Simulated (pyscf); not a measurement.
PySCF, gas phase, ωB97X-D3(BJ)/def2-SVP geometries. MP2 and CC: frozen core, UHF for open shells. ΔMP2 is the change of the MP2 total energy from the triple- to the quadruple-zeta basis.

Question: Estimate by transition-state theory the rate constant of HO–GeH₂• (SMILES [OH][GeH2]) + HCl (SMILES Cl) → Cl–GeH₂• (SMILES [Cl][GeH2]) + H₂O (SMILES O) (doublet surface; Ge–O, Cl–H broken, Cl–Ge, H–O formed) at 900 K, with CCSD(T)/def2-TZVPP + ΔMP2(QZVPP) energies (ideal gas, 1 atm, RRHO with modes under 100 cm⁻¹ raised to 100, one conformer, R ln 2 for chiral ones without a mode under 150 cm⁻¹; no tunnelling).

Answer: The electronic barrier is 5.6 kcal/mol and the thermal terms add +30.0, so ΔG‡ = 35.6 kcal/mol. With k_BT/h = 1.88e+13 s⁻¹ and RT = 1.788 kcal/mol, and a volume of 1.23e-19 cm³ per molecule at 1 atm, k = 5.2e-15 cm³ molecule⁻¹ s⁻¹. Wigner's tunnelling factor for 724i cm⁻¹ would be 1.06. A shift of 1 kcal/mol in the barrier changes k by a factor 1.7. On the reactant side the descent ends in a complex, 6.3 kcal/mol under the separated species and 8.3 kcal/mol under the saddle at ωB97X-D3(BJ)/def2-TZVP. On the product side the descent ends in a complex, 4.1 kcal/mol under the separated species and 19.7 kcal/mol under the saddle at ωB97X-D3(BJ)/def2-TZVP. At ωB97X-D3(BJ) the barrier from the zero used here is 2.1 kcal/mol. This is the saddle that the search found; another between the same sides may lie lower. The CCSD(T) − MP2 part came from Ansatz, without density fitting, on the same reference. The frozen core leaves the outer d or s,p core shells of the metals and heavy elements correlated in the MP2 and CC values, and def2-TZVPP describes them poorly, which can shift differences by a few kcal/mol. Elements up to Kr have no core potential and no relativistic terms here.
